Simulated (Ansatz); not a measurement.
Bond separation energy, enthalpy at 298 K: 6 cases among chlorinated organics, in kcal/mol, species as SMILES. Each species reacts with one-heavy-atom hydrides (CH4, NH3, H2O and the like) so that every bond between heavy atoms ends in the simplest two-heavy-atom molecule with that bond. Conventions: dispersion terms only where a functional's name holds one; 6-31G* and kin with 6d, 5d where marked; LANL2DZ with its own core potentials from Na on; non-relativistic; no spin-orbit coupling. First-principles rows: single points at B3LYP-D3(BJ) geometries (Ansatz, a quantum-chemistry and plane-wave program), with unscaled harmonic terms from B3LYP/6-31G* (Ansatz) at its own minima.

Measured values: Active Thermochemical Tables 1.112 (ions: stationary electron), as tabulated in the package chemicals; Active Thermochemical Tables 1.112 (ions: stationary electron), as tabulated in the package chemicals; G2/97 table in ASE (Curtiss et al.); they hold spin-orbit and core effects, anharmonicity and other conformers. 

```tsv
species	atoms	measured	error of B3LYP/6-31G* (Ansatz)	error of PBE/LANL2DZ (Ansatz)	error of B3LYP/STO-3G (Ansatz)	error of PBE/def2-TZVPD (Ansatz)	error of wB97X-V/def2-TZVPD (Ansatz)
ClC(Cl)(Cl)Cl [tetrachloromethane]	5	-2.2	-10.1	-5.8	-7.5	-1.1	-4.3
ClCCl	5	0.9	-1.8	-0.9	-2.5	0.3	-0.7
ClC(Cl)Cl	5	1.1	-5.5	-3.2	-5.9	-0.2	-2.4
ClC(Cl)=C(Cl)Cl	6	7.8	-4.2	-8.8	-2.3	4.7	-0.6
CCCl	8	4.6	-0.7	1.1	-1.6	-0.3	-0.3
CCCCl	11	7.3	-1.8	0.5	-3.1	-1.3	-0.7
```

| level | cases | mean signed error | mean absolute error | median absolute error | largest absolute error |
|---|---|---|---|---|---|
| B3LYP/6-31G* (Ansatz) | 6 | -4.02 | 4.02 | 3.00 | 10.1 |
| PBE/LANL2DZ (Ansatz) | 6 | -2.85 | 3.38 | 2.15 | 8.8 |
| B3LYP/STO-3G (Ansatz) | 6 | -3.82 | 3.82 | 2.80 | 7.5 |
| PBE/def2-TZVPD (Ansatz) | 6 | 0.35 | 1.32 | 0.70 | 4.7 |
| wB97X-V/def2-TZVPD (Ansatz) | 6 | -1.50 | 1.50 | 0.70 | 4.3 |

B3LYP/6-31G* lies above in 0 of 6 cases and within 2 kcal/mol in 3; mean signed error -4.02 kcal/mol, mean absolute 4.02 kcal/mol (5.80 over the 3 cases of up to 5 atoms, 2.23 over the larger). These figures hold for the species listed.

How the rows were picked: cases drawn at random among the computed members of the class that have a tabulated value. The batch they came from held 7 cases of this property in the class: 6 with a tabulated value, 1 with clean coupled cluster alone, 0 with neither, which enter no statistics. The levels are drawn from those run on every case listed, the commonest habits more often. No case is left out for the size of its miss. Left out are saddle points of the reference geometry, anions that the best level run finds unbound, excited spin states, species near biochemistry, 298 K rows of species without real B3LYP wavenumbers, cases with under five habitual levels, runs that failed or that the program found above a lower state of the same kind, table entries that another table contradicts, and a share of species set aside by lot.
